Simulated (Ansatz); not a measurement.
A calculation with Ansatz (development build ahead of 0.2.0).

```yaml
crystal:
  periodic: [false, false, false]
  atoms:
    - { symbol: C, position_ang: [0.0, -0.71402, -0.72332] }
    - { symbol: C, position_ang: [0.0, -0.71402, 0.72332] }
    - { symbol: C, position_ang: [0.0, 0.56121, -1.71194] }
    - { symbol: C, position_ang: [0.0, 0.56121, 1.71194] }
    - { symbol: H, position_ang: [0.0, -1.77011, -1.26035] }
    - { symbol: H, position_ang: [0.0, -1.77011, 1.26035] }
    - { symbol: H, position_ang: [0.0, 1.59715, -1.13302] }
    - { symbol: H, position_ang: [0.95319, 0.54491, -2.42662] }
    - { symbol: H, position_ang: [-0.95319, 0.54491, -2.42662] }
    - { symbol: H, position_ang: [0.0, 1.59715, 1.13302] }
    - { symbol: H, position_ang: [-0.95319, 0.54491, 2.42662] }
    - { symbol: H, position_ang: [0.95319, 0.54491, 2.42662] }
basis:
  gaussian: { orbitals: def2-TZVP }
hamiltonian:
  xc: hf
```

The input is written out in the form of the current development build from the run's settings.

Output:

```
Converged                       : yes
Total energy                    : -156.08484 hartree
Spin squared of the determinant : 0.000
```

Caution: no unrestricted run beside it, a lower state can exist.
